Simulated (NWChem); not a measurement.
# C3H3NO (oxazole): levels of theory compared

Wanted: a comparison of 6 runs (TDA-CAM-B3LYP/DGauss-DZVP, TDA-CAM-B3LYP/MINI, TDA-CAM-B3LYP/SBKJC-VDZ, TDA-CAM-B3LYP/jorge-DZP, TDA-CAM-B3LYP/LANL2DZ, TDA-CAM-B3LYP/MIDI!) of C3H3NO (oxazole). 

Program for the calculation: NWChem 7.3.0.

## (1) Starting point

C3H3NO: 8 atoms, total charge 0, spin state singlet. As SMILES, `c1cocn1`. The coordinates come from a PBE0-D4/def2-TZVP relaxation.

Bond lengths: C1–C2 1.348 Å, C2–O3 1.358 Å, O3–C4 1.344 Å, C1–N5 1.382 Å, C4–N5 1.285 Å, C1–H6 1.078 Å, C2–H7 1.076 Å, C4–H8 1.079 Å. Some angles: C1–C2–O3 107.9°, C2–C1–N5 109.0°, C2–O3–C4 104.3°, O3–C4–N5 114.7°, C1–N5–C4 104.2°, C1–C2–H7 135.2°, O3–C2–H7 117.0°, C2–C1–H6 129.0°, N5–C1–H6 122.1°, O3–C4–H8 116.9°.

## (2) The excited states at TDA-CAM-B3LYP/DGauss-DZVP (run 1)

c3h3no.nw

```
start c3h3no
memory total 2200 mb
geometry units au noautosym nocenter noautoz
  C  -0.11697405  1.75668941  0.74757565
  C   1.89615119  0.37095324  0.02664514
  O   1.02725512 -1.87271859 -0.86851813
  C  -1.49704104 -1.70925728 -0.63343620
  N  -2.29431649  0.38342543  0.30764741
  H  -0.16308336  3.62997491  1.54617392
  H   3.91003232  0.65233346  0.01379500
  H  -2.58741301 -3.31949291 -1.24551849
end
basis spherical bse
  C library DGauss-DZVP
  O library DGauss-DZVP
  N library DGauss-DZVP
  H library DGauss-DZVP
end
dft
  xc xcamb88 1.00 lyp 0.81 vwn_5 0.19 hfexch 1.00
  cam 0.33 cam_alpha 0.19 cam_beta 0.46
  mult 1
  grid fine
  convergence energy 1e-08
  direct
  maxiter 100
  mulliken
  print low
end
tddft
  cis
  nroots 4
  notriplet
end
task tddft energy
```

Launch:

```sh
nwchem c3h3no.nw > c3h3no.out
```

Output:

```text
[...]
 d= 0,ls=0.0,diis     1   -245.9109356009 -4.10D+02  1.26D-02  6.10D-01     2.8
[...]
 d= 0,ls=0.0,diis    11   -245.9909993300 -2.26D-09  4.78D-07  2.14D-09    29.2
         Total DFT energy =     -245.990999330038
      One electron energy =     -658.000790988865
           Coulomb energy =      280.468460479501
    Exchange-Corr. energy =      -32.670131405115
 Nuclear repulsion energy =      164.211462584441
[...]
         Spin multiplicity :       1
[...]
              XC Information
              --------------
              Hartree-Fock (Exact) Exchange   1.00
            CAM-Becke88 Exchange Functional   1.00
               VWN V Correlation Functional   0.19 local
       Lee-Yang-Parr Correlation Functional   0.81
           Alpha           :  0.19
           Beta            :  0.46
           Gamma           :  0.33
[...]
         Wavefunction type : Restricted singlets
          No. of electrons :      36
[...]
  Root   1 singlet a              0.247186348 a.u.                6.7263 eV
[...]
     Dipole Oscillator Strength                    0.0053173561
[...]
     Total Oscillator Strength                     0.0053180472
[...]
  Root   2 singlet a              0.255552601 a.u.                6.9539 eV
[...]
  Root   3 singlet a              0.286074562 a.u.                7.7845 eV
[...]
     Dipole Oscillator Strength                    0.0372823600
[...]
     Total Oscillator Strength                     0.0372830621
[...]
  Root   4 singlet a              0.300482063 a.u.                8.1765 eV
[...]
     Dipole Oscillator Strength                    0.0100348627
[...]
     Total Oscillator Strength                     0.0100382690
[...]
```

Wall time 1.9 min (1 thread of Intel Xeon Gold 6455B (Sapphire Rapids), shared host); peak memory 0.12 GiB.

The roots found:

```tsv
excited state	energy (eV)	strength	label
1	6.726	0.0053	singlet a
2	6.954	0.2101	singlet a
3	7.784	0.0373	singlet a
4	8.177	0.0100	singlet a
```

## (3) The excited states at TDA-CAM-B3LYP/MINI (run 2)

struct.nw

```
echo
START struct
TITLE "C3H3NO excited"
memory stack 880 mb heap 220 mb global 1100 mb

GEOMETRY units angstrom noautosym nocenter noautoz
C     -0.061900     0.929600     0.395600
C      1.003400     0.196300     0.014100
O      0.543600    -0.991000    -0.459600
C     -0.792200    -0.904500    -0.335200
N     -1.214100     0.202900     0.162800
H     -0.086300     1.920900     0.818200
H      2.069100     0.345200     0.007300
H     -1.369200    -1.756600    -0.659100
END

BASIS spherical bse
C library MINI
O library MINI
N library MINI
H library MINI
END

DFT
xc xcamb88 1.00 lyp 0.81 vwn_5 0.19 hfexch 1.00
cam 0.33 cam_alpha 0.19 cam_beta 0.46
grid fine
convergence energy 1e-08
direct
maxiter 100
mulliken
print low
END

TDDFT
cis
nroots 4
notriplet
END

TASK tddft energy
```

Launch:

```sh
nwchem struct.nw > struct.out
```

Output:

```text
[...]
 d= 0,ls=0.0,diis     1   -243.9533440712 -4.08D+02  4.55D-02  5.43D-01     0.4
[...]
 d= 0,ls=0.0,diis    10   -244.0363641648 -5.23D-09  2.19D-06  1.91D-09     3.3
         Total DFT energy =     -244.036364164807
      One electron energy =     -651.627533372292
           Coulomb energy =      275.558348782819
    Exchange-Corr. energy =      -32.178654032392
 Nuclear repulsion energy =      164.211474457058
[...]
         Spin multiplicity :       1
[...]
              XC Information
              --------------
              Hartree-Fock (Exact) Exchange   1.00
            CAM-Becke88 Exchange Functional   1.00
               VWN V Correlation Functional   0.19 local
       Lee-Yang-Parr Correlation Functional   0.81
           Alpha           :  0.19
           Beta            :  0.46
           Gamma           :  0.33
[...]
         Wavefunction type : Restricted singlets
          No. of electrons :      36
[...]
  Root   1 singlet a              0.218976795 a.u.                5.9587 eV
[...]
     Dipole Oscillator Strength                    0.0036813079
[...]
     Total Oscillator Strength                     0.0036826090
[...]
  Root   2 singlet a              0.275273105 a.u.                7.4906 eV
[...]
  Root   3 singlet a              0.288546454 a.u.                7.8518 eV
[...]
     Dipole Oscillator Strength                    0.1701684382
[...]
     Total Oscillator Strength                     0.1701689765
[...]
  Root   4 singlet a              0.303426690 a.u.                8.2567 eV
[...]
     Dipole Oscillator Strength                    0.0558492834
[...]
     Total Oscillator Strength                     0.0558497222
[...]
```

Wall time 15 s (1 thread of Intel Xeon Gold 6455B (Sapphire Rapids), shared host); peak memory 0.11 GiB.

The roots found:

```tsv
excited state	energy (eV)	strength	label
1	5.959	0.0037	singlet a
2	7.491	0.0229	singlet a
3	7.852	0.1702	singlet a
4	8.257	0.0558	singlet a
```

Runs 3 to 4 aren't shown in full; the table further down has their settings and results.

## (4) The vertical excitations at TDA-CAM-B3LYP/LANL2DZ (run 5)

c3h3no.nw

```
start c3h3no
title "C3H3NO"
memory stack 880 mb heap 220 mb global 1100 mb
charge 0

geometry units angstrom noautosym nocenter noautoz
 C    -0.061900    0.929600    0.395600
 C     1.003400    0.196300    0.014100
 O     0.543600   -0.991000   -0.459600
 C    -0.792200   -0.904500   -0.335200
 N    -1.214100    0.202900    0.162800
 H    -0.086300    1.920900    0.818200
 H     2.069100    0.345200    0.007300
 H    -1.369200   -1.756600   -0.659100
end

basis spherical bse
 * library LANL2DZ
end

dft
 xc xcamb88 1.00 lyp 0.81 vwn_5 0.19 hfexch 1.00
 cam 0.33 cam_alpha 0.19 cam_beta 0.46
 mult 1
 grid fine
 convergence energy 1e-08
 direct
 iterations 100
 mulliken
 noprint "final vectors analysis"
end

tddft
 cis
 nroots 4
 notriplet
end

task tddft
```

Launch:

```sh
nwchem c3h3no.nw > c3h3no.out
```

Output:

```text
[...]
          Wavefunction type:  closed shell.
          No. of atoms     :     8
          No. of electrons :    36
[...]
          Charge           :     0
          Spin multiplicity:     1
[...]
          AO basis - number of functions:    51
[...]
              XC Information
              --------------
                     Hartree-Fock (Exact) Exchange  1.000
                   CAM-Becke88 Exchange Functional  1.000
                      VWN V Correlation Functional  0.190 local
              Lee-Yang-Parr Correlation Functional  0.810
[...]
 d= 0,ls=0.0,diis     1   -245.7999378660 -4.10D+02  2.41D-02  6.85D-01     1.3
[...]
 d= 0,ls=0.0,diis    10   -245.8966700070 -8.72D-09  2.47D-06  1.85D-08    11.4
         Total DFT energy =     -245.896670007007
      One electron energy =     -657.439098813123
           Coulomb energy =      280.110218956023
    Exchange-Corr. energy =      -32.779264606965
 Nuclear repulsion energy =      164.211474457058
[...]
  Root   1 singlet a              0.235401912 a.u.                6.4056 eV
[...]
     Dipole Oscillator Strength                    0.0077907738
[...]
     Total Oscillator Strength                     0.0077918381
[...]
  Root   2 singlet a              0.264504140 a.u.                7.1975 eV
[...]
  Root   3 singlet a              0.291113403 a.u.                7.9216 eV
[...]
     Dipole Oscillator Strength                    0.0171882837
[...]
     Total Oscillator Strength                     0.0171923317
[...]
  Root   4 singlet a              0.293042116 a.u.                7.9741 eV
[...]
     Dipole Oscillator Strength                    0.0344156569
[...]
     Total Oscillator Strength                     0.0344162292
[...]
```

Run time: 50 s. Hardware: 1 thread of Intel Xeon Gold 6455B (Sapphire Rapids), shared host; peak memory 0.11 GiB.

The roots found:

```tsv
excited state	energy (eV)	strength	label
1	6.406	0.0078	singlet a
2	7.198	0.2057	singlet a
3	7.922	0.0172	singlet a
4	7.974	0.0344	singlet a
```

## (5) The vertical excitations at TDA-CAM-B3LYP/MIDI! (run 6)

c3h3no.nw

```
start c3h3no
memory stack 880 mb heap 220 mb global 1100 mb

geometry units angstroms noautosym nocenter noautoz
C     -0.061900     0.929600     0.395600
C      1.003400     0.196300     0.014100
O      0.543600    -0.991000    -0.459600
C     -0.792200    -0.904500    -0.335200
N     -1.214100     0.202900     0.162800
H     -0.086300     1.920900     0.818200
H      2.069100     0.345200     0.007300
H     -1.369200    -1.756600    -0.659100
end

basis spherical bse
* library "MIDI!"
end

dft
xc xcamb88 1.00 lyp 0.81 vwn_5 0.19 hfexch 1.00
cam 0.33 cam_alpha 0.19 cam_beta 0.46
grid fine
convergence energy 1e-08
direct
iterations 100
mulliken
noprint "final vectors analysis"
end

tddft
cis
nroots 4
notriplet
end

task tddft energy
```

Launch:

```sh
nwchem c3h3no.nw > c3h3no.out
```

Output:

```text
[...]
          Wavefunction type:  closed shell.
          No. of atoms     :     8
          No. of electrons :    36
[...]
          Charge           :     0
          Spin multiplicity:     1
[...]
          AO basis - number of functions:    61
[...]
              XC Information
              --------------
                     Hartree-Fock (Exact) Exchange  1.000
                   CAM-Becke88 Exchange Functional  1.000
                      VWN V Correlation Functional  0.190 local
              Lee-Yang-Parr Correlation Functional  0.810
[...]
 d= 0,ls=0.0,diis     1   -244.4597698607 -4.09D+02  1.36D-02  7.41D-01     1.2
[...]
 d= 0,ls=0.0,diis    11   -244.5486980530 -1.27D-09  2.78D-07  5.04D-10    12.5
         Total DFT energy =     -244.548698053000
      One electron energy =     -656.412882378472
           Coulomb energy =      280.257786898187
    Exchange-Corr. energy =      -32.605077029774
 Nuclear repulsion energy =      164.211474457058
[...]
  Root   1 singlet a              0.253568968 a.u.                6.9000 eV
[...]
     Dipole Oscillator Strength                    0.0042015367
[...]
     Total Oscillator Strength                     0.0042024005
[...]
  Root   2 singlet a              0.274201772 a.u.                7.4614 eV
[...]
  Root   3 singlet a              0.299470228 a.u.                8.1490 eV
[...]
     Dipole Oscillator Strength                    0.0315442620
[...]
     Total Oscillator Strength                     0.0315447656
[...]
  Root   4 singlet a              0.307810736 a.u.                8.3760 eV
[...]
     Dipole Oscillator Strength                    0.0130545245
[...]
     Total Oscillator Strength                     0.0130585470
[...]
```

Wall time 57 s (1 thread of Intel Xeon Gold 6455B (Sapphire Rapids), shared host); peak memory 0.12 GiB.

The roots found:

```tsv
excited state	energy (eV)	strength	label
1	6.900	0.0042	singlet a
2	7.461	0.1954	singlet a
3	8.149	0.0315	singlet a
4	8.376	0.0131	singlet a
```

## (6) All runs side by side

```tsv
run	level	core potential	energy (Eh)	lowest excitation energy (eV)	wall time
1	TDA-CAM-B3LYP/DGauss-DZVP	–	-245.990999	6.73	1.9 min
2	TDA-CAM-B3LYP/MINI	–	-244.036364	5.96	15 s
3	TDA-CAM-B3LYP/SBKJC-VDZ (core potential)	SBKJC-VDZ	-44.413823	6.47	37 s
4	TDA-CAM-B3LYP/jorge-DZP	–	-245.995572	6.68	3.1 min
5	TDA-CAM-B3LYP/LANL2DZ	–	-245.896670	6.41	50 s
6	TDA-CAM-B3LYP/MIDI!	–	-244.548698	6.90	57 s
```

## (7) What came out

| quantity | value |
| --- | --- |
| run 6: ground-state or mean-field energy | -244.54870 Eh |
| run 6: dipole moment (of the density that the program reports) | 1.58 D |
| run 6: lowest singlet excitation energy | 6.90 eV |

In words: Some runs of one species differ in core potentials or relativity; totals across that change don't compare. In run 2 the basis is minimal, so dipoles, gaps and forces are rough. All runs together took 7.7 min, the longest 3.1 min.
